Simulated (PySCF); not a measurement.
**CH2BN (SMILES BC#N) at 6 levels**

We compute a comparison of 6 runs (HF/STO-3G, HF/6-31+G*, B3LYP/6-31G*, B3LYP/6-31G**, PBE0/def2-SVP, MP2/aug-cc-pVDZ) of CH2BN. The job is set up through a Python script.

Program for the calculation: PySCF 2.14.0.

### Step 1. The system as given

CH2BN: 5 atoms, total charge 0, spin state singlet. As SMILES, `BC#N`. Geometry: relaxed at PBE0-D4/def2-TZVP.

Bond lengths: B1–C2 1.522 Å, C2–N3 1.154 Å, B1–H4 1.189 Å, B1–H5 1.189 Å. Angles: B1–C2–N3 180.0°, C2–B1–H4 118.9°, C2–B1–H5 118.9°, H4–B1–H5 122.2°.

### Step 2. Energy and gradient at HF/STO-3G (run 1)

calc.py reads:

```python
import pyscf.grad
from pyscf import gto

mol = gto.M(
    atom='''
B       -0.219200       0.441300      -0.341900
C        0.352700      -0.696700       0.490700
N        0.786500      -1.559600       1.122200
H       -0.744300       0.187400      -1.377600
H       -0.125900       1.554000       0.065300
''',
    spin=0,
    basis='sto-3g',
    verbose=4,
    max_memory=1860,
)

calc0 = mol.RHF()
calc0.conv_tol = 1e-10
calc0.kernel()
if not calc0.converged:
    calc0 = calc0.newton().run(calc0.mo_coeff, calc0.mo_occ)

energy = calc0.e_tot
print('Final energy', energy)
grad = calc0.Gradients().kernel()
dip = calc0.dip_moment()
pop, q = calc0.mulliken_pop()
```

Command:

```console
$ OMP_NUM_THREADS=1 python calc.py
```

Output:

```text
PySCF version 2.14.0

[... 59 lines left out ...]
converged SCF energy = -116.641969217361
Final energy -116.6419692173609
[... 11 lines left out ...]
Dipole moment(X, Y, Z, Debye): -0.86267,  1.71653, -1.25603
[... 23 lines left out ...]
charge of    4H =     -0.03488
```

Run time: 1.9 s. Hardware: 1 thread of Intel Xeon at 2.50GHz (Skylake/Cascade Lake), shared host; peak memory 0.12 GiB.

### Step 3. Energy and forces at HF/6-31+G(d) (spherical functions) (run 2)

job.py reads:

```python
import pyscf.grad
from pyscf import gto

mol = gto.M(
    atom='''
B       -0.219200       0.441300      -0.341900
C        0.352700      -0.696700       0.490700
N        0.786500      -1.559600       1.122200
H       -0.744300       0.187400      -1.377600
H       -0.125900       1.554000       0.065300
''',
    spin=0,
    charge=0,
    verbose=3,
    max_memory=1860,
    basis='6-31+g*',
)

mf = mol.RHF()
mf.conv_tol = 1e-10
mf.kernel()
if not mf.converged:
    mf = mf.newton().run(mf.mo_coeff, mf.mo_occ)

energy = mf.e_tot
print('Final energy', energy)
grad = mf.Gradients().kernel()
mf.analyze()
```

Command:

```console
$ OMP_NUM_THREADS=1 python job.py
```

Output:

```text
converged SCF energy = -118.147112109646
[... 17 lines left out ...]
MO #8   energy= -0.565814473558929 occ= 2
[... 9 lines left out ...]
MO #18  energy= 0.157032457157126  occ= 0
[... 9 lines left out ...]
MO #28  energy= 0.453707654476881  occ= 0
[... 9 lines left out ...]
MO #38  energy= 1.20773849070497   occ= 0
[... 9 lines left out ...]
MO #48  energy= 1.81391541830986   occ= 0
[... 9 lines left out ...]
MO #58  energy= 3.59846044002012   occ= 0
[... 6 lines left out ...]
Dipole moment(X, Y, Z, Debye): -1.16794,  2.32398, -1.70037
```

It took 5.4 s on 1 thread of Intel Xeon at 2.50GHz (Skylake/Cascade Lake), shared host; peak memory 0.13 GiB.

Runs 3 to 4 aren't shown in full; the table further down has their settings and results.

### Step 4. Energy and gradient at PBE0/def2-SVP (run 5)

run.py reads:

```python
from pyscf import gto, dft

mol = gto.M(
    atom='''
B   -0.219200   0.441300  -0.341900
C    0.352700  -0.696700   0.490700
N    0.786500  -1.559600   1.122200
H   -0.744300   0.187400  -1.377600
H   -0.125900   1.554000   0.065300
''',
    basis='def2-svp',
    max_memory=1860,
    spin=0,
    charge=0,
    verbose=3,
)

calc0 = dft.RKS(mol)
calc0.xc = 'pbe0'
calc0.conv_tol = 1e-10
calc0.grids.level = 5
calc0.kernel()
if not calc0.converged:
    calc0 = calc0.newton().run(calc0.mo_coeff, calc0.mo_occ)

e_final = calc0.e_tot
print('E(%s) = %.9f' % ('PBE0', e_final))
grad = calc0.nuc_grad_method().kernel()
calc0.analyze()
```

Command:

```console
$ OMP_NUM_THREADS=1 python run.py
```

Output:

```text
converged SCF energy = -118.622796510021
[... 16 lines left out ...]
MO #7   energy= -0.428323622760895 occ= 2
[... 8 lines left out ...]
MO #16  energy= 0.17109835814617   occ= 0
[... 8 lines left out ...]
MO #25  energy= 0.673948120183723  occ= 0
[... 8 lines left out ...]
MO #34  energy= 1.27170699616303   occ= 0
[... 8 lines left out ...]
MO #43  energy= 2.03917366645438   occ= 0
[... 8 lines left out ...]
MO #52  energy= 3.41199805472089   occ= 0
[... 6 lines left out ...]
Dipole moment(X, Y, Z, Debye): -0.96043,  1.91105, -1.39827
```

It took 19 s on 1 thread of Intel Xeon at 2.50GHz (Skylake/Cascade Lake), shared host; peak memory 0.53 GiB.

### Step 5. Energy and gradient at MP2/aug-cc-pVDZ (run 6)

run.py reads:

```python
import pyscf.grad
from pyscf import gto, mp

system = gto.M(
    atom='''
B   -0.219200   0.441300  -0.341900
C    0.352700  -0.696700   0.490700
N    0.786500  -1.559600   1.122200
H   -0.744300   0.187400  -1.377600
H   -0.125900   1.554000   0.065300
''',
    max_memory=1860,
    verbose=4,
    basis='aug-cc-pvdz',
)

mf = system.RHF()
mf.conv_tol = 1e-10
mf.kernel()
if not mf.converged:
    mf = mf.newton().run(mf.mo_coeff, mf.mo_occ)

pt = mp.MP2(mf, frozen=3).run()
e_final = pt.e_tot
print('E = %.10f Eh' % e_final)
grad = pt.Gradients().kernel()
dip = mf.dip_moment()
pop, q = mf.mulliken_pop()
```

Command:

```console
$ OMP_NUM_THREADS=1 python run.py
```

Output:

```text
PySCF version 2.14.0

[... 61 lines left out ...]
converged SCF energy = -118.156947218496
[... 17 lines left out ...]
Dipole moment(X, Y, Z, Debye): -1.16689,  2.32182, -1.69883
[... 93 lines left out ...]
charge of    4H =      0.24349
```

Run time: 20 s. Hardware: 1 thread of Intel Xeon at 2.50GHz (Skylake/Cascade Lake), shared host; peak memory 0.59 GiB.

### Step 6. Overview of the runs

```tsv
run	level	Cartesian functions	integration grid	energy (Eh)	dipole moment (D) of the reference	HOMO energy (eV)	LUMO energy (eV)	wall time
1	HF/STO-3G	no	–	-116.641969	2.30	-11.26	4.27	1.9 s
2	HF/6-31+G* (spherical functions)	no	–	-118.147112	3.11	-12.93	0.20	5.4 s
3	B3LYP/6-31G* (Cartesian functions)	yes	5	-118.875970	2.53	-9.26	-3.26	16 s
4	B3LYP/6-31G** (spherical functions)	no	5	-118.874435	2.53	-9.25	-3.26	18 s
5	PBE0/def2-SVP	no	5	-118.622797	2.56	-9.68	-3.27	19 s
6	MP2/aug-cc-pVDZ	no	–	-118.524114	3.10	-12.90	0.18	20 s
```

### Step 7. Results

| quantity | value |
| --- | --- |
| run 6: total energy | -118.52411 Eh |
| run 6: dipole moment (Hartree–Fock density) | 3.10 D |
| run 6: HOMO energy (Hartree–Fock orbitals) | -12.90 eV |
| run 6: LUMO energy (Hartree–Fock orbitals) | 0.18 eV |
| run 6: HOMO–LUMO gap (Hartree–Fock orbitals) | 13.08 eV |
| run 6: correlation energy (3 core orbitals frozen) | -367.2 mEh |
| run 6: largest force on an atom | 3.981 eV/Å |

**Reading.** Over runs 1, 2, 3, 4, 5 the dipole moment (its size) runs from 2.30 D (HF/STO-3G) to 3.11 D (HF/6-31+G*). Over runs 1, 2, 3, 4, 5 the HOMO–LUMO gap runs from 5.99 eV (B3LYP/6-31G**) to 15.52 eV (HF/STO-3G). The two ends differ in method and basis. Totals of different functionals can't be ranked against each other. In run 1 the basis is minimal, so the values are rough. All runs together took 80 s, the longest 20 s.
